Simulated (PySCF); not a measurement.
## Löwdin shares of the frontier orbitals

Compound: C₃H₆P₂.
Z-matrix (Å and degrees, GFN2-xTB geometry), rows numbered from 1:
```
C 
P   1  1.8577
C   2  1.8576  1   98.45
C   2  1.7533  1   98.24  3   -99.65
P   4  1.5621  2  171.45  1  -130.06
H   1  1.0893  2  108.87  3   -71.63
H   1  1.0883  2  108.94  3   169.97
H   1  1.0893  2  111.13  3    49.28
H   3  1.0892  2  111.10  1   -49.21
H   3  1.0884  2  109.08  1  -169.96
H   3  1.0892  2  108.76  1    71.62
```

Theory: PySCF, TDDFT B3LYP/def2-SVPD, vertical, gas phase, core orbitals frozen in the response.

Kohn–Sham orbitals with the atoms that hold most of them (Löwdin shares over 4%, at most four atoms; ? is withheld):

```json
{"orbital": "LUMO+2", "ε (eV)": "0.46", "atoms": "C1 18%, C3 18%, P5 10%, C4 10%"}
{"orbital": "LUMO+1", "ε (eV)": "-1.50", "atoms": "P5 47%, C4 32%, P2 13%"}
{"orbital": "LUMO", "ε (eV)": "?", "atoms": "?"}
{"orbital": "HOMO", "ε (eV)": "-6.43", "atoms": "?"}
{"orbital": "HOMO-1", "ε (eV)": "-7.45", "atoms": "C4 45%, P5 39%, P2 5%, C3 4%"}
{"orbital": "HOMO-2", "ε (eV)": "-8.13", "atoms": "C4 36%, P5 26%, P2 23%, C3 5%"}
{"orbital": "HOMO-3", "ε (eV)": "-9.33", "atoms": "P5 52%, C4 23%, P2 12%, C3 5%"}
```

(1) Which atoms hold the HOMO, and with what shares?

(2) Which atoms hold the LUMO, and with what shares?

(3) What is the LUMO energy, and the HOMO–LUMO gap?

Answers

(1) P2 (bonded to 3 C) 38%; P5 (bonded to C) 23%; C4 (bonded to 2 P) 22%; C3 (bonded to P and 3 H) 7%. By element: phosphorus 61%, carbon 29% or more.

(2) P5 (bonded to C) 50%; C4 (bonded to 2 P) 35%; P2 (bonded to 3 C) 6%. By element: phosphorus 56%, carbon 35% or more.

(3) ε(LUMO) = -1.71 eV; the gap is 4.72 eV (0.1735 hartree).

The HOMO–LUMO gap is 4.72 eV. Where does the response calculation put the lowest singlet, and from which orbitals?

S1 is at 3.52 eV (f = 0.0029), 1.20 eV below the gap, made of HOMO→LUMO (96%). Without the coupling terms of the response equations the lowest excitation would equal the gap.

Give energy, strength and leading configuration of S1, S3 and S4, and follow the Löwdin shares of the leading atoms from the occupied to the empty orbital.

- S1 (3.52 eV, f 0.0029), HOMO→LUMO (96%): P2 38% → 6%, P5 23% → 50%, C4 22% → 35%
- S3 (4.52 eV, f 0.0034), HOMO-1→LUMO+1 (96%): C4 45% → 32%, P5 39% → 47%
- S4 (5.13 eV, f 0.0030), HOMO-2→LUMO (96%): C4 36% → 35%, P5 26% → 50%
